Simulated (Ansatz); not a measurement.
Frontier orbitals of C2H4Cl2O2, SMILES `COC(O)(Cl)Cl`.

Total charge 0; spin multiplicity 1. The structure was optimised at the PBE0-D4/def2-TZVP level. It is one conformer, not always the lowest. Basis def2-TZVPP, Ansatz 0.2.0.

```
functional  HOMO (eV)  LUMO (eV)  gap (eV)
       PBE      -7.14      -1.15      5.99
      BLYP      -7.02      -1.05      5.97
      PBE0      -8.67      -0.03      8.64
   LC-ωPBE     -11.52       2.48     14.00
   ωB97M-V     -10.96       2.21     13.17
```

A quarter of exact exchange (PBE0) shifts PBE's HOMO by −1.53 eV and its LUMO by +1.12 eV; full exchange at long range (ωB97M-V) shifts them by −3.82 and +3.35 eV. The gap opens from 5.99 to 13.16 eV, since occupied levels lose self-interaction and empty ones feel all the electrons. A positive LUMO is unbound and depends on the basis.

LC-ωPBE has ω = 0.4 bohr⁻¹.
